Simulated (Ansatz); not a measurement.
C4H5F (`C=C/C=C/F`) at its PBE0-D4/def2-TZVP geometry, where that method's forces vanish. Total charge 0; spin multiplicity 1.

```xyz
10

C    -0.0333   -0.3403   -1.8321
C    -0.2943   -0.4309   -0.5289
C     0.2930    0.4216    0.4796
C     0.0045    0.2961    1.7685
F     0.5498    1.0853    2.6953
H     0.6562    0.4019   -2.2204
H    -0.5003   -1.0041   -2.5486
H    -0.9917   -1.1888   -0.1788
H     0.9948    1.1915    0.1731
H    -0.6787   -0.4322    2.1922
```

Question: What forces (eV/Å) does B3LYP-D4/def2-TZVPP give on these atoms in the Gaussian-basis code of Ansatz? (Estimate.)

Answer: Ansatz gave: 
```
C1   0.020 -0.006 -0.180
C2  -0.081 -0.090  0.026
C3   0.075  0.084 -0.019
C4  -0.231 -0.294 -0.148
F5   0.173  0.254  0.310
H6  -0.049 -0.055  0.012
H7   0.040  0.052  0.037
H8   0.045  0.049 -0.024
H9  -0.045 -0.052  0.014
H10  0.054  0.057 -0.028
```

B3LYP here is the variant with VWN-RPA as its local correlation; programs differ in this.
